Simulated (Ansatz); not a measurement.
## Structural energy differences of bismuth

Computed with DFT, LDA (PW92), plane waves (420 eV) with PAW, scalar-relativistic in Ansatz. The PAW files were generated under PBE, with cores re-solved for the functional.

Each structure is relaxed within its own symmetry, so a high-lying one may be dynamically unstable.

```
        structure  ΔE (meV/atom)  V (Å³/atom)                                     cell     magnetic state
  A7 rhombohedral              0        33.52  a = 4.490 Å, c = 11.517 Å (c/a = 2.565)  spin not included
     simple cubic             27        32.63                              a = 3.196 Å  spin not included
              bcc             93        29.40                              a = 3.889 Å  spin not included
              hcp            109        29.38   a = 3.459 Å, c = 5.670 Å (c/a = 1.639)  spin not included
omega (AlB2-type)            112        29.67   a = 5.583 Å, c = 3.297 Å (c/a = 0.591)  spin not included
             dhcp            127        29.46  a = 3.443 Å, c = 11.475 Å (c/a = 3.333)  spin not included
              fcc            157        29.53                              a = 4.907 Å  spin not included
              A15            241        30.15                              a = 6.225 Å  spin not included
          diamond            290        44.91                              a = 7.109 Å  spin not included
```

ΔE counts from A7 rhombohedral.

Differences under about 8 meV lie within the error of the k-point mesh.
